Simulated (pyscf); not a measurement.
Thermochemistry of product channels of `[F][SiH][F]` [doublet] + `[NH3]` on the doublet surface, in kcal/mol, from ωB97M-D3(BJ)/def2-TZVP energies (ideal gas, 1 atm, RRHO with modes under 100 cm⁻¹ raised to 100, one conformer, R ln 2 for chiral ones without a mode under 150 cm⁻¹). PySCF, gas phase, ωB97X-D3(BJ)/def2-SVP geometries.

```tsv
products	ΔE	ΔH(298 K)	ΔG(298 K)	ΔG(1200 K)
`[NH][SiH]([F])[F]` [doublet] + `[H][H]`	+5.6	-0.1	+1.6	+2.8
`[FH]` + `[F][SiH]` [singlet] + `[NH2]` [doublet]	+95.9	+91.0	+80.8	+49.0
`[F][Si][F]` [singlet] + `[H][H]` + `[NH2]` [doublet]	+48.0	+41.3	+32.9	+5.4
`[NH2][Si]([F])[F]` [doublet] + `[H][H]`	-12.0	-15.3	-13.7	-12.6
`[FH]` + `[NH2][SiH][F]` [doublet]	+19.3	+18.4	+18.2	+15.5
`[NH2][SiH]([F])[F]` + `[H]` [doublet]	[?]	-11.2	-8.2	[?]
`[F][SiH2][F]` + `[NH2]` [doublet]	[?]	+9.7	+10.2	+11.1
```

### Question
What belongs in the gaps?

### Answer

- `[NH2][SiH]([F])[F]` + `[H]` [doublet], ΔE: -7.2
- `[NH2][SiH]([F])[F]` + `[H]` [doublet], ΔG(1200 K): -3.3
- `[F][SiH2][F]` + `[NH2]` [doublet], ΔE: +13.0

These are energies of the channels, which say nothing of barriers.
